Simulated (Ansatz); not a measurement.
## Voigt–Reuss–Hill bulk modulus of rock-salt LiH at several levels of theory

No measured value is used here.

```csv
level (code),value (GPa),cell (Å³/atom)
B3LYP (VWN-RPA form) (Ansatz),36.4,8.01
LC-ωPBE (Ansatz),37.9,8.00
r²SCAN0 (Ansatz),37.1,7.95
r²SCANh (Ansatz),36.6,8.00
```

Each level is taken at its own relaxed cell. Cutoffs differ between the levels. Ansatz's density-functional and Hartree–Fock values are scalar-relativistic unless marked +SOC, with PAW data made under PBE.

Ansatz is a program for electronic structure.
